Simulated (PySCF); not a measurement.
SF2: one-bond stretch

Level of theory: BP86/[S def2-TZVP, F def2-TZVP], no relativity, density fitting, PySCF.

Rigid scan from the singlet minimum (S–F 1.622 Å (×2); F–S–F 99.5°). Coordinate: the bond from S to the last atom (F) scaled, the rest fixed. Energies in kJ/mol from the minimum.

```tsv
scale of one bond	E (kJ/mol)	dipole size (D)
0.92	27.7	0.91
0.96	6.1	0.94
1.00	0.0	1.07
1.05	7.2	1.33
1.12	34.0	1.74
1.20	76.7	2.19
1.35	164.9	2.93
1.55	267.4	–
1.80	451.7	–
2.20	464.3	–
```

At long bonds a restricted determinant can lie too high, and another spin state can fall below this curve.
